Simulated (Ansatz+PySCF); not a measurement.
Results of a calculation; reference values are marked as such.
## Several solutions for singlet NH₃

```yaml
atoms:
  - { symbol: N, position_ang: [0.0000, 0.0000, 0.1824] }
  - { symbol: H, position_ang: [1.4038, 0.0000, -0.4255] }
  - { symbol: H, position_ang: [-0.7019, 1.2157, -0.4255] }
  - { symbol: H, position_ang: [-0.7019, -1.2157, -0.4255] }
```

Basis set: cc-pVDZ (spherical functions). Charge 0, multiplicity 1.

UHF was run from several starts with Ansatz (development build ahead of 0.2.0) and PySCF 2.14.0.

```csv
run,program,start,converged,energy (hartree),<S²>
A,PySCF,"guess huckel, instabilities followed",yes,-55.93883,1.27
B,PySCF,program defaults,yes,-55.90828,0.00
C,Ansatz,"atomic start, no search",yes,-55.90828,0.00
D,Ansatz,search for the lowest state,yes,-55.93883,1.27
E,Ansatz,stability test followed,yes,-55.93883,1.27
F,PySCF,"guess 1e, instabilities followed",yes,-55.93883,1.27
G,PySCF,"guess atom, instabilities followed",yes,-55.93883,1.27
H,PySCF,"guess minao, instabilities followed",yes,-55.93883,1.27
```

Question: Which runs reached the lowest solution of this kind, and what is wrong with the others?

Answer: A, D, E, F, G, H reached the lowest solution found. Converged but too high: B by 0.83 eV, C by 0.83 eV. Convergence only shows a stationary point, and even a stable one can lie too high; stability tests and further starts are what find lower ones. Caution: the unrestricted determinant is a mixture of spin states.
